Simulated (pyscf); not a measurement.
**Four-centre exchange: AsH₃ + hydrogen (H₂) -> AsH₃ + hydrogen (H₂)**

Gas phase, singlet surface, charge 0. Bonds broken: As1–H5, H2–H6. Bonds formed: As1–H2, H5–H6. Optimised with ωB97X-D3(BJ)/def2-SVP in PySCF.

Transition state (Å):

```xyz
6

As    -0.1702     0.5506    -0.5610
H      1.5502     0.1304     0.0062
H     -0.2688     0.7204     0.9411
H     -1.2886     1.6414    -0.7713
H      0.3062    -1.1335     0.0675
H      1.2681    -0.8244     0.2782
```

One imaginary mode, 2070i cm⁻¹; descent along it reached the two sides named.

| bond | change | reactant side (Å) | saddle | product side |
|---|---|---|---|---|
| As1–H5 | breaks | 1.519 | 1.860 | 3.2 |
| H2–H6 | breaks | 0.760 | 1.032 | 3.3 |
| As1–H2 | forms | 3.2 | 1.860 | 1.519 |
| H5–H6 | forms | 3.3 | 1.032 | 0.760 |

Electronic energies relative to the separated reactants (kcal/mol):

| level | barrier | reaction energy | reverse barrier |
|---|---|---|---|
| ωB97X-D3(BJ)/def2-TZVP | 74.5 | 0.0 | 74.5 |
| PBE/def2-TZVP | 61.3 | 0.0 | 61.3 |
| r²SCAN/def2-TZVP | 66.8 | 0.0 | 66.8 |
| B3LYP-D3(BJ)/def2-TZVP | 69.1 | 0.0 | 69.1 |
| PBE0-D3(BJ)/def2-TZVP | 67.2 | 0.0 | 67.2 |
| M06-2X/def2-TZVP | 74.6 | 0.0 | 74.6 |
| ωB97M-D3(BJ)/def2-TZVP | 72.6 | 0.0 | 72.6 |
| HF/def2-TZVP | 95.1 | 0.0 | 95.1 |

With ωB97M-D3(BJ)/def2-TZVP energies and thermal terms (ideal gas, 1 atm, RRHO with modes under 100 cm⁻¹ raised to 100, one conformer, R ln 2 for chiral ones without a mode under 150 cm⁻¹), in kcal/mol:

| T (K) | ΔH‡ | ΔG‡ | ΔH | ΔG |
|---|---|---|---|---|
| 298 | 71.5 | 79.3 | 0.0 | 0.0 |
| 600 | 70.7 | 87.6 | 0.0 | 0.0 |
| 900 | 70.7 | 96.1 | 0.0 | 0.0 |
| 1200 | 71.1 | 104.5 | 0.0 | 0.0 |

One saddle was located; it need not be the lowest between these sides. Elements up to Kr have no core potential and no relativistic terms here.
